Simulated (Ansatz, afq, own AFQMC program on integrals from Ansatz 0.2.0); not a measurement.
# Atomization energy of Si3Ge2H10, singlet, worked out

```yaml
atoms:
  - { symbol: Si, position_ang: [-1.0213, 1.5567, 0.6581] }
  - { symbol: Si, position_ang: [-0.0678, -0.1378, 1.9832] }
  - { symbol: Ge, position_ang: [1.5731, -1.1374, 0.5468] }
  - { symbol: Ge, position_ang: [0.7456, -0.7390, -1.7227] }
  - { symbol: Si, position_ang: [-1.2840, 0.5085, -1.4323] }
  - { symbol: H, position_ang: [-0.0349, 2.6766, 0.5196] }
  - { symbol: H, position_ang: [-2.2990, 2.1000, 1.2147] }
  - { symbol: H, position_ang: [0.5135, 0.3662, 3.2661] }
  - { symbol: H, position_ang: [-1.1213, -1.1555, 2.2968] }
  - { symbol: H, position_ang: [1.7515, -2.6411, 0.8336] }
  - { symbol: H, position_ang: [2.9381, -0.4445, 0.7318] }
  - { symbol: H, position_ang: [0.4999, -2.0605, -2.4766] }
  - { symbol: H, position_ang: [1.7762, 0.0866, -2.5186] }
  - { symbol: H, position_ang: [-1.5365, 1.4699, -2.5503] }
  - { symbol: H, position_ang: [-2.4331, -0.4488, -1.3502] }
```

Basis def2-SVP. Only valence electrons are correlated. Ansatz 0.2.0 and our own AFQMC program on the same integrals; the CISD trial comes from CCSD amplitudes, and released means the phaseless constraint is let go. Uncertainties: one standard error, sampling alone. No spin–orbit coupling.

Total energies in eV. CBS is CCSD(T) at the limit of def2-TZVPP/QZVPP (MP2 extrapolated, CCSD(T) minus MP2 added); the highest rung of each member is named.

Cautions: inner d shell frozen; no relativity below Rb; no spin-orbit coupling; Si₃Ge₂H₁₀ (singlet): the ph-AFQMC/CISD walk drifts between its halves (2.1 errors), the released value is read at 0.90 1/Eh with a noise of 19 meV, more than in the cases checked (meV from the phaseless value at times in 1/Eh: -11 ± 12 at 0.21, -12 ± 12 at 0.42, -24 ± 17 at 0.63, -34 ± 19 at 0.90).

```json
{"member": "Si (triplet)", "count": "+3", "CCSD(T)/def2-SVP": "-7859.0718", "highest rung in def2-SVP": "-7859.0829", "which": "FCI", "CCSD(T)/CBS": "-7862.5673"}
{"member": "Ge (triplet)", "count": "+2", "CCSD(T)/def2-SVP": "-56466.7777", "highest rung in def2-SVP": "-56466.7864", "which": "FCI", "CCSD(T)/CBS": "-56475.6421"}
{"member": "H (doublet)", "count": "+10", "CCSD(T)/def2-SVP": "-13.5861", "highest rung in def2-SVP": "-13.5861", "which": "FCI", "CCSD(T)/CBS": "-13.6059"}
{"member": "Si₃Ge₂H₁₀, singlet", "count": "-1", "CCSD(T)/def2-SVP": "-136687.3925", "highest rung in def2-SVP": "-136687.5141 ± 0.0187", "which": "released AFQMC", "CCSD(T)/CBS": "-136718.9789"}
```

Problem. Work out the best estimate of the atomization energy: the CCSD(T)/CBS difference plus the step from CCSD(T) to the highest rung.

Solution. Sums with the counts: CCSD(T)/CBS 43.9338 eV, highest rung 40.8316 eV, CCSD(T)/def2-SVP 40.7607 eV. The step is 40.8316 − 40.7607 = 0.0709 eV, so the best estimate is 43.9338 + (0.0709) = 44.0047 eV = 1014.8 kcal/mol, with sampling noise 0.019 eV. The basis set is worth 3.173 eV of it. Zero-point, core-correlation and spin–orbit terms aren't in it. Past Ne the Hartree–Fock part of each CBS total tends to overshoot, since the cores don't follow the formula; that largely cancels in the difference.

Best estimates are given only where the step beyond CCSD(T) is under 0.3 eV and no member's determinant is very poor (T1 over 0.05, or 0.07 for open shells, ⟨S²⟩ too high by 0.3, two states mixed), so the hardest cases are missing from such tables.

Each member of a difference takes its own highest rung, so a best estimate needn't equal the limit plus the step of one row. Released energies are given only where the last usable release times agree within the noise; a slower fall can still hide under it.
